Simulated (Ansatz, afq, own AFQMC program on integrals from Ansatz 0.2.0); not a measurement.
NHBr, quartet in cc-pVTZ, levels against CCSDT(Q)

```yaml
atoms:
  - { symbol: Br, position_ang: [0.0000, 0.0000, -1.7627] }
  - { symbol: H, position_ang: [0.0000, 0.0000, 0.3613] }
  - { symbol: N, position_ang: [0.0000, 0.0000, 1.4013] }
```

Connectivity, by distances: Br ··· NH.

Basis cc-pVTZ. Only valence electrons are correlated. Integrals, coupled cluster, full CI and functionals: Ansatz 0.2.0; the random walks run on the same integrals in our own AFQMC program. ph-AFQMC/CISD is guided by a CISD state made of CCSD amplitudes; releasing the constraint for a short imaginary time cuts its bias at the price of noise, slowly where states lie close. Uncertainties: one standard error, sampling alone. No spin–orbit coupling.

Determinant: UHF, the one that the program's search chose, which needn't be the lowest solution. The geometry is a point of a scan.

No full CI on the walks' own integrals is used here; CCSDT(Q) serves as the reference and is uncertain by about the last step of the cluster series.

Cautions: no relativity below Rb; no spin-orbit coupling; inner d shell frozen; lower spins were not checked.

```
T1 diagnostic                               : 0.0144
weight of the determinant in the CISD state : 0.885
⟨S²⟩ of the determinant                     : 3.781
size of the correlated space                : 13 electrons in 72 orbitals
```

Reference: CCSDT(Q), correlation energy -8.876 eV. The released energy is read at 2.40 1/Eh (meV from the phaseless value at times in 1/Eh: -4 ± 5 at 0.24, -4 ± 3 at 0.51, -9 ± 4 at 0.99, -2.6 ± 2.5 at 1.62, -12 ± 7 at 2.40).

| level | E − E(reference) (kcal/mol) | share of correlation (%) |
| --- | --- | --- |
| HF | 204.69 | 0.00 |
| MP2 | 30.86 | 84.92 |
| CCSD | 6.84 | 96.66 |
| CCSD(T) | 0.90 | 99.56 |
| CCSDT | 0.19 | 99.91 |
| ph-AFQMC/CISD | 0.29 ± 0.08 | 99.86 |
| released AFQMC | 0.01 ± 0.16 | 99.99 |

A walk keeps the symmetry of its determinant, which the program's search chose and which needn't be the lowest solution, so a lower state of the same spin and another symmetry isn't excluded. Released energies are given only where the last usable release times agree within the noise; a slower fall can still hide under it.
